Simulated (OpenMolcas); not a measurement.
# CF (SMILES [C]F): levels of theory compared

We compute a comparison of 6 runs (UHF/cc-pVTZ, UB3LYP/6-31G*, U-revPBE/cc-pVTZ, UB3LYP/cc-pVTZ, UPBE/cc-pVTZ, ROCCSD(T)/cc-pVTZ) of CF. 

Program for the calculation: OpenMolcas 26.06.

1 further run of the same task is left out (it didn't finish).

### 1 Starting point

CF: 2 atoms, total charge 0, spin state doublet. As SMILES, `[C]F`. Geometry: relaxed at PBE0-D4/def2-TZVP.

Bond lengths: C1–F2 1.268 Å.

### 2 Energy and forces at UHF/cc-pVTZ (run 1)

test.inp

```
&gateway
baslib = $CurrDir
coord
2
bohr
C      0.00000000     0.00000000     0.00582036
F      0.00000000     0.00000000     2.40244662
basis = cc-pVTZ
group = NoSym
&seward
&scf
uhf
spin = 2
thresholds = 1e-10 1e-07 1e-07 1e-05
prorbitals = 1 2
&alaska
```

The basis set cc-pVTZ is read from a file made from the Basis Set Exchange's data (not shown).

Run with:

```console
$ export MOLCAS_MEM=1860
$ pymolcas test.inp > test.log
```

Standard output:

```text
--- Start Module: gateway ---
[...]
--- Stop Module: gateway /rc=_RC_ALL_IS_WELL_ ---
[...]
      Basis functions           60
[...]
--- Start Module: scf ---
[...]
       Convergence after  15 Iterations
[...]
::    Total SCF energy                               -137.2250432025
[...]
      Total spin, S                                     0.5059300644
[...]
      Total electronic charge=   15.000000
      Total            charge=   -0.000000
[...]
      Dipole Moment (debye):
      Origin of the operator (angstrom)=    0.0000    0.0000    0.7804
                   X=  6.5167E-16               Y= -7.3322E-16               Z=  4.5047E-01           Total=  4.5047E-01
      Quadrupole Moment (debye*angstrom):
[...]
--- Stop Module: scf /rc=_RC_ALL_IS_WELL_ ---
[...]
--- Start Module: alaska ---
[...]
 *              Molecular gradients               *
 **************************************************
  Irreducible representation: a
 ------------------------------------------------------------------------------------------
                              X                       Y                       Z
 ------------------------------------------------------------------------------------------
  C1               -7.69221374310025E-15    1.07615923959650E-15   -1.41822203032405E-02
  F2                7.69221374310025E-15   -1.07615923959650E-15    1.41822203032511E-02
 ------------------------------------------------------------------------------------------
--- Stop Module: alaska /rc=_RC_ALL_IS_WELL_ ---
[...]
```

Run time: 2.6 s. Hardware: 1 thread of Arm Neoverse V2, shared host; peak memory 0.39 GiB.

### 3 Energy and forces at UB3LYP/6-31G(d) (Cartesian functions) (run 2)

run.input

```
&GATEWAY
BasLib
$CurrDir
Coord
2
bohr
C      0.00000000     0.00000000     0.00582036
F      0.00000000     0.00000000     2.40244662
Basis
6-31Gs
Group
NoSym
&SEWARD
GridInput
Grid=UltraFine
End of Grid
&SCF
UHF
Spin
2
KSDFT
B3LYP
Thresholds
1e-10 1e-07 1e-07 1e-05
PrOrbitals
1 2
&ALASKA
```

The basis set 6-31G* is read from a file made from the Basis Set Exchange's data (not shown).

Run with:

```console
$ export MOLCAS_MEM=1860
$ pymolcas run.input > run.log
```

Standard output:

```text
--- Start Module: gateway ---
[...]
--- Stop Module: gateway /rc=_RC_ALL_IS_WELL_ ---
[...]
      Basis functions           30
[...]
--- Start Module: scf ---
[...]
       Convergence after  13 Iterations
[...]
::    Total KS-DFT energy                            -137.7766519831
[...]
      Total spin, S                                     0.5012906007
[...]
      Total electronic charge=   15.000000
      Total            charge=   -0.000000
[...]
      Dipole Moment (debye):
      Origin of the operator (angstrom)=    0.0000    0.0000    0.7804
                   X=  8.4377E-16               Y= -1.0153E-16               Z=  8.2685E-01           Total=  8.2685E-01
      Quadrupole Moment (debye*angstrom):
[...]
--- Stop Module: scf /rc=_RC_ALL_IS_WELL_ ---
[...]
--- Start Module: alaska ---
[...]
 *              Molecular gradients               *
 **************************************************
  Irreducible representation: a
 ------------------------------------------------------------------------------------------
                              X                       Y                       Z
 ------------------------------------------------------------------------------------------
  C1                5.32368220229729E-17    1.07928394091740E-16    1.79836870467032E-02
  F2               -4.81419188452377E-17   -1.07195498834129E-16   -1.79836870467067E-02
 ------------------------------------------------------------------------------------------
--- Stop Module: alaska /rc=_RC_ALL_IS_WELL_ ---
[...]
```

It took 5.4 s on 1 thread of Arm Neoverse V2, shared host; peak memory 0.37 GiB.

Runs 3 to 5 aren't shown in full; the table further down has their settings and results.

### 4 The energy at ROCCSD(T)/cc-pVTZ (run 6)

test.input

```
* CF CCSD(T)

&GATEWAY
  BasLib=$CurrDir
  Coord
  2
  angstrom
  C        0.000000       0.000000       0.003080
  F        0.000000       0.000000       1.271320
  Basis=cc-pVTZ
  Group=NoSym

&SEWARD

&SCF
  UHF
  Spin=2
  Thresholds=1e-10 1e-07 1e-07 1e-05
  PrOrbitals=1 1

&RASSCF
  FileOrb=$Project.UnaOrb
  Spin=2
  Nactel=1 0 0
  Inactive=7
  Ras2=1
  OutOrbitals=Canonical
  OrbListing=NoCore

&MOTRA
  JobIph
  Frozen=2

&CCSDT
  CCT
  Triples=3
  Iterations=80
  Accuracy=1e-08
  Extrapolation=5 4
```

The basis set cc-pVTZ is read from a file made from the Basis Set Exchange's data (not shown).

Run with:

```console
$ export MOLCAS_MEM=1860
$ pymolcas test.input > test.log
```

Standard output:

```text
--- Start Module: gateway ---
[...]
--- Stop Module: gateway /rc=_RC_ALL_IS_WELL_ ---
[...]
      Basis functions           60
[...]
       Convergence after  15 Iterations
[...]
::    Total SCF energy                               -137.2250432025
[...]
      Total spin, S                                     0.5059300644
[...]
      Number of active orbitals                  1
[...]
      Spin quantum number                      0.5
[...]
      Active orbitals                            1
[...]
      Number of CSFs                             1
[...]
      Number of root(s) required                 1
[...]
      Convergence after  7 iterations
[...]
      printout of CI-coefficients larger than  0.05 for root  1
      energy=    -137.219713
      conf/sym  1     Coeff  Weight
             1  u   1.00000 1.00000
      Natural orbitals and occupation numbers for root  1
      sym 1:   1.000000
      ************************************************************************************************************************
      *                                                    Final results                                                     *
[...]
::    RASSCF root number  1 Total energy:   -137.21971287
[...]
      Total electronic charge=   15.000000
      Total            charge=   -0.000000
[...]
      Dipole Moment (debye):
      Origin of the operator (angstrom)=    0.0000    0.0000    0.7804
                   X= -3.6887E-10               Y=  5.8775E-09               Z=  4.5126E-01           Total=  4.5126E-01
      Quadrupole Moment (debye*angstrom):
[...]
--- Start Module: motra ---
[...]
      *** WARNING: Default frozen orbitals is overwritten by user input.
      *** Default values:   2
[...]
--- Stop Module: motra /rc=_RC_ALL_IS_WELL_ ---
--- Start Module: ccsdt ---
[...]
      Convergence after                    15  Iterations
      Total energy (diff) :    -137.59138127      -0.00000000
[...]
 METHOD                       : CCSD+T(CCSD)+<T3(1)WT1>+<T3(1)UT2> = CCSD(T)
[...]
       CCSD     =      -137.5913812677878
[...]
--- Stop Module: ccsdt /rc=_RC_ALL_IS_WELL_ ---
[...]
```

Wall time 6.6 s (1 thread of Arm Neoverse V2, shared host); peak memory 0.39 GiB.

### 5 Overview of the runs

| run | level | Cartesian functions | integration grid | energy (Eh) | dipole moment (D) | HOMO energy (eV) | LUMO energy (eV) | wall time |
| --- | --- | --- | --- | --- | --- | --- | --- | --- |
| 1 | UHF/cc-pVTZ | no | – | -137.225043 | 0.45 | -10.78 | 1.98 | 2.6 s |
| 2 | UB3LYP/6-31G* (Cartesian functions) | yes | UltraFine | -137.776652 | 0.83 | -5.40 | -2.45 | 5.4 s |
| 3 | U-revPBE/cc-pVTZ | no | UltraFine | -137.791787 | 0.97 | -4.38 | -3.87 | 11 s |
| 4 | UB3LYP/cc-pVTZ | no | UltraFine | -137.835208 | 0.80 | -5.88 | -2.94 | 11 s |
| 5 | UPBE/cc-pVTZ | no | UltraFine | -137.688358 | 0.97 | -4.42 | -3.98 | 9.9 s |
| 6 | ROCCSD(T)/cc-pVTZ | no | – | -137.604478 | – | – | – | 6.6 s |

### 6 Results

| quantity | value |
| --- | --- |
| run 6: total energy | -137.60448 Eh |
| run 6: (T) correction | -13.10 mEh |

Over runs 1, 2, 3, 4, 5 the dipole moment (its size) runs from 0.45 D (UHF/cc-pVTZ) to 0.97 D (U-revPBE/cc-pVTZ). Totals of different functionals can't be ranked against each other. All runs together took 46 s, the longest 11 s.
